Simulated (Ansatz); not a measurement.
Process, species as SMILES: OCl (OH-Cl) → HClO+ (doublet, bonded as OCl) + e-
B3LYP-D3(BJ)/def2-TZVP geometries, fixed; electronic energies without zero-point terms.

Core correlation in the adiabatic ionisation energy at CCSD(T) with Ansatz (a program for electronic structure), in eV: frozen core against 1s of Al to Cl frozen alone. Core-valence sets carry the plain set on hydrogen. Open shells are unrestricted.

```json
[
 {"basis": "cc-pV(D+d)Z", "functions, most": "42", "frozen core": "10.654", "1s of Al to Cl frozen alone": "10.653", "core term (second minus first)": "-0.002"},
 {"basis": "cc-pCVDZ", "functions, most": "50", "frozen core": "10.705", "1s of Al to Cl frozen alone": "10.705", "core term (second minus first)": "0.000"},
 {"basis": "cc-pV(T+d)Z", "functions, most": "83", "frozen core": "10.900", "1s of Al to Cl frozen alone": "10.894", "core term (second minus first)": "-0.006"},
 {"basis": "cc-pCVTZ", "functions, most": "116", "frozen core": "10.901", "1s of Al to Cl frozen alone": "10.907", "core term (second minus first)": "0.006"},
 {"basis": "cc-pwCVTZ", "functions, most": "116", "frozen core": "10.898", "1s of Al to Cl frozen alone": "10.904", "core term (second minus first)": "0.006"},
 {"basis": "cc-pV(Q+d)Z", "functions, most": "149", "frozen core": "11.047", "1s of Al to Cl frozen alone": "11.043", "core term (second minus first)": "-0.003"}
]
```

The largest core-valence set, cc-pwCVTZ, gives a core term of 0.006 eV; the valence set cc-pV(Q+d)Z, which lacks functions for the core, gives -0.003.
